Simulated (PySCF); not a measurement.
**`C(=CCl)=CCl`, C$_{3}$H$_{2}$Cl$_{2}$**

Molfile (atoms numbered from 1):
```
C3H2Cl2
     RDKit          3D

  7  6  0  0  0  0  0  0  0  0999 V2000
   -2.2940   -1.1080   -0.5664 Cl  0  0  0  0  0  0  0  0  0  0  0  0
   -1.2796    0.0572    0.2200 C   0  0  0  0  0  0  0  0  0  0  0  0
   -0.0079    0.1442   -0.0151 C   0  0  0  0  0  0  0  0  0  0  0  0
    1.2674    0.1668   -0.2455 C   0  0  0  0  0  0  0  0  0  0  0  0
    2.4016   -0.7372    0.7041 Cl  0  0  0  0  0  0  0  0  0  0  0  0
   -1.8141    0.7141    0.8884 H   0  0  0  0  0  0  0  0  0  0  0  0
    1.7300    0.7679   -1.0126 H   0  0  0  0  0  0  0  0  0  0  0  0
  1  2  1  0
  2  3  2  0
  3  4  2  0
  4  5  1  0
  2  6  1  0
  4  7  1  0
M  END
```

Computed, not measured: TDDFT LC-wPBE/aug-cc-pVDZ circular dichroism and optical rotation, one conformer, gas phase (PySCF). Geometry: GFN2-xTB.

No stereocentre is labelled: unless the shape is locked (an allene, a helicene, a hindered biaryl), the mirror image is equally populated and a measured rotation or CD is zero. Singlets 7 and 8, 13 and 14 lie within 0.01 eV of each other, so their separate moments and overlaps can depend on how they mix.

(1) Draw the ECD and absorption spectra from the lowest 16 states, each a Gaussian of half-width 0.35 eV at 1/e height.

## Answers

(1) 
```
E (eV)  λ (nm)  Δε (L mol⁻¹ cm⁻¹)  ε (L mol⁻¹ cm⁻¹)
  4.83     257               0.00             0.919
  4.98     249              +0.01               3.2
  5.13     242               0.00              7.95
  5.28     235              -0.03                14
  5.43     228              -0.06              17.6
  5.58     222              -0.07              15.6
  5.73     216              -0.03              10.9
  5.88     211              +0.10              11.8
  6.03     206              +0.47              36.8
  6.18     201              +1.14               160
  6.33     196              +1.25               775
  6.48     191              -2.52              3400
  6.63     187             -16.29             11400
  6.78     183             -43.16             27100
  6.93     179             -71.44             45200
  7.08     175             -76.73             52300
  7.23     171             -50.23             42100
  7.38     168             -14.58             23900
  7.53     165              +3.74              9740
  7.68     161              +2.93              3100
  7.83     158              -3.14              1030
  7.98     155              -6.23               589
  8.13     152              -7.63               497
  8.28     150             -10.01               510
  8.43     147             -12.12               716
  8.58     144             -10.49              1110
```
Δε uses R in velocity form, ε uses f in length form. Only the states computed contribute, so the short-wavelength end is incomplete.
